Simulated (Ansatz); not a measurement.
C5H12O can be A, `CCCCCO`, or B, `CCC(O)CC`.

Program: Ansatz. Geometries: PBE0-D4/def2-TZVP. ΔE: electronic, gas phase. CCSD(T)/CBS adds triple-zeta CCSD(T) − MP2 to the extrapolated MP2 energy (def2 sets, frozen cores). Functionals use def2-TZVPP. B3LYP here is the variant with VWN-RPA as its local correlation; programs differ in this. One conformer a species, not always the lowest.

(1) Which is lower in electronic energy at CCSD(T)/CBS, and by how much? (An estimate is asked.)

(2) Give E(B) − E(A) in kJ/mol with CCSD(T)/def2-SVP, r2SCAN-D4, B3LYP, B3LYP-D4, MP2/def2-TZVPP, CCSD/def2-TZVPP, HF/def2-TZVPP. (Estimate.)

Largest T1 diagnostic: 0.009.

Results:

(1) Ansatz gave: B, by 17.2 kJ/mol.

(2) Ansatz gave: CCSD(T)/def2-SVP -19.9, r2SCAN-D4 -18.9, B3LYP -14.8, B3LYP-D4 -16.3, MP2/def2-TZVPP -17.6, CCSD/def2-TZVPP -16.3, HF/def2-TZVPP -13.8. None reverses the order clearly.

Leaving LDA and LC-ωPBE aside and taking each functional with its dispersion term where it has one, the values, not all of them listed here, spread over 3.0 kJ/mol, from B97M-V to B2PLYP. LDA lies −4.4 kJ/mol from PBE without D4. In def2-TZVPP, CCSD(T) changes the Hartree–Fock value by −3.5 kJ/mol (the triples alone add −0.9 kJ/mol) and MP2 by −3.8 kJ/mol.
